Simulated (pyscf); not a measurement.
Four-centre exchange: water (H₂O) + HO–SiH: [singlet] → HO–SiH: [singlet] + water (H₂O)

Gas phase, singlet surface, charge 0. Bonds broken: O1–H6, Si2–O5. Bonds formed: O1–Si2, O5–H6. Structures and frequencies: ωB97X-D3(BJ)/def2-SVP in PySCF. MP2 and CC: frozen core, UHF for open shells. ΔMP2 is the change of the MP2 total energy from the triple- to the quadruple-zeta basis.

Transition state (Å):

```xyz
7

O     -0.8447     0.1221     0.6024
Si    -0.4377    -0.2405    -1.2163
H     -0.0893    -0.0037     1.1918
H     -1.6254     0.5801    -1.7285
O     -1.5618    -1.6481    -0.6174
H     -1.4314    -0.9046     0.3604
H     -2.4598    -1.6485    -0.9745
```

One imaginary mode, 1089i cm⁻¹; descent along it reached the two sides named, in the forms told below.

| bond | change | reactant side (Å) | saddle | product side |
|---|---|---|---|---|
| O1–H6 | breaks | 0.973 | 1.207 | 2.112 |
| Si2–O5 | breaks | 1.718 | 1.898 | 2.161 |
| O1–Si2 | forms | 2.169 | 1.899 | 1.723 |
| O5–H6 | forms | 2.239 | 1.235 | 0.976 |

Electronic energies relative to the separated reactants (kcal/mol):

| level | barrier | reaction energy | reverse barrier |
|---|---|---|---|
| ωB97X-D3(BJ)/def2-TZVP | -0.5 | 0.0 | -0.5 |
| PBE/def2-TZVP | -3.7 | 0.0 | -3.7 |
| r²SCAN/def2-TZVP | -3.5 | 0.0 | -3.5 |
| B3LYP-D3(BJ)/def2-TZVP | 0.5 | 0.0 | 0.5 |
| PBE0-D3(BJ)/def2-TZVP | -2.8 | 0.0 | -2.8 |
| M06-2X/def2-TZVP | -1.4 | 0.0 | -1.4 |
| ωB97M-D3(BJ)/def2-TZVP | 0.4 | 0.0 | 0.4 |
| HF/def2-TZVP | 15.0 | 0.0 | 15.0 |
| MP2/def2-QZVPP | 0.8 | 0.0 | 0.8 |
| CCSD/def2-TZVPP | 4.9 | 0.0 | 4.9 |
| CCSD(T)/def2-TZVPP | 2.7 | 0.0 | 2.7 |
| CCSD(T)/def2-TZVPP + ΔMP2(QZVPP) | 3.1 | 0.0 | 3.1 |

With CCSD(T)/def2-TZVPP + ΔMP2(QZVPP) energies and thermal terms (ideal gas, 1 atm, RRHO with modes under 100 cm⁻¹ raised to 100, one conformer, R ln 2 for chiral ones without a mode under 150 cm⁻¹), in kcal/mol:

| T (K) | ΔH‡ | ΔG‡ | ΔH | ΔG |
|---|---|---|---|---|
| 298 | 2.4 | 13.2 | 0.0 | 0.0 |
| 600 | 2.3 | 24.3 | 0.0 | 0.0 |
| 900 | 2.8 | 35.2 | 0.0 | 0.0 |
| 1200 | 3.5 | 45.9 | 0.0 | 0.0 |

On the reactant side the descent ends in an adduct with a O–Si contact, 11.5 kcal/mol under the separated species and 10.9 kcal/mol under the saddle at ωB97X-D3(BJ)/def2-TZVP. On the product side the descent ends in an adduct with a O–Si contact, 12.2 kcal/mol under the separated species and 11.6 kcal/mol under the saddle at ωB97X-D3(BJ)/def2-TZVP. At ωB97X-D3(BJ)/def2-TZVP, PBE, r²SCAN, PBE0-D3(BJ), M06-2X the saddle lies under the separated reactants, which points to a path from their complex (located at ωB97X-D3(BJ) alone). At ωB97X-D3(BJ)/def2-TZVP, PBE, r²SCAN, PBE0-D3(BJ), M06-2X the saddle lies under the separated products, which points to a path from their complex (located at ωB97X-D3(BJ) alone). What is counted as formed (O–Si) is already present as a longer contact in the reactant adduct; forming that adduct is a step of its own. What is counted as broken (O–Si) persists as a longer contact in the product adduct; parting that adduct is a step of its own. One saddle was located; it need not be the lowest between these sides. The CCSD(T) − MP2 part came from Ansatz, without density fitting, on the same reference.
